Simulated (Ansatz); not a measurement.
# HSO−: functionals against CCSD(T) at one geometry

How do the functionals fare away from a minimum? The structure is a frame of a short trajectory.

Program: Ansatz 0.2.0, Gaussian basis. Level of theory: single points in def2-TZVPPD. These are calculated values, not measurements.

Cores are frozen in the correlated methods.

1 further run of the same task is left out (it didn't finish).

## (1) Where the work starts

SMILES `[O-]S`, 3 atoms, charge -1, spin multiplicity 1.

Atoms are counted from 1 here; the program's logs count them from 0.

Bond lengths: O1–S2 1.630 Å, S2–H3 1.357 Å. Angles: O1–S2–H3 107.9°.

As a file:

```xyz
3
charge -1, multiplicity 1
O    -0.0152    1.2776    0.1340
S    -0.4976   -0.2189   -0.2956
H     0.4483   -1.0985    0.1220
```

## (2) PBE-D4/def2-TZVPPD

The input, run/in.yaml:

```yaml
crystal:
  periodic: [false, false, false]
  atoms:
    - {symbol: O, position_ang: [-0.015194, 1.277590, 0.134002]}
    - {symbol: S, position_ang: [-0.497603, -0.218916, -0.295584]}
    - {symbol: H, position_ang: [0.448282, -1.098492, 0.121986]}
basis:
  gaussian: {orbitals: "def2-TZVPPD.json"}
total_charge: -1
hamiltonian: {xc: pbe, dispersion: d4}
output: {forces: true}
```

The basis file named in the input lies beside it (Basis Set Exchange, JSON).

Started as:

```sh
> ansatz run in.yaml --threads 2 --pin off --events-out ev --progress --plain --max-ram 3481MiB
```

## (3) r2SCAN-D4/def2-TZVPPD

run/in.yaml: that of step 2 with these lines changed.

```diff
@@ -9,3 +9,3 @@
 total_charge: -1
-hamiltonian: {xc: pbe, dispersion: d4}
+hamiltonian: {xc: r2scan, dispersion: d4}
 output: {forces: true}
```

## (4) PBE0-D4/def2-TZVPPD

run/in.yaml: that of step 3 with these lines changed.

```diff
@@ -9,3 +9,3 @@
 total_charge: -1
-hamiltonian: {xc: r2scan, dispersion: d4}
-output: {forces: true}
+hamiltonian: {xc: pbe0, dispersion: d4}
+output: {forces: true, orbitals: {seedname: orbitals}}
```

## (5) wB97M-V/def2-TZVPPD

run/in.yaml: that of step 4 with these lines changed.

```diff
@@ -9,3 +9,3 @@
 total_charge: -1
-hamiltonian: {xc: pbe0, dispersion: d4}
-output: {forces: true, orbitals: {seedname: orbitals}}
+hamiltonian: {xc: {name: wB97M-V}}
+output: {forces: true}
```

## (6) CCSD(T)/def2-TZVPPD

run/in.yaml: that of step 5 with these lines changed.

```diff
@@ -9,3 +9,3 @@
 total_charge: -1
-hamiltonian: {xc: {name: wB97M-V}}
+correlation: {method: ccsd_t}
 output: {forces: true}
```

(Steps that only read results are left out.)

Before running it: what results should come out? Wanted: RMS force component; RMS force error; HOMO and LUMO, PBE0-D4; T1 diagnostic.

As calculated:

| quantity | value |
| --- | --- |
| RMS force component | 0.528 to 0.829 eV/Å over the methods |
| RMS force error | PBE-D4 0.229, r2SCAN-D4 0.213, PBE0-D4 0.311, wB97M-V 0.207 eV/Å |
| HOMO and LUMO, PBE0-D4 | 0.78 and 4.13 eV |
| T1 diagnostic | 0.019 |

In words: On forces the order runs from wB97M-V to PBE0-D4. Frozen-core CCSD(T) forces in triple zeta carry basis errors of their own, and this is one geometry, so small gaps rank nothing.
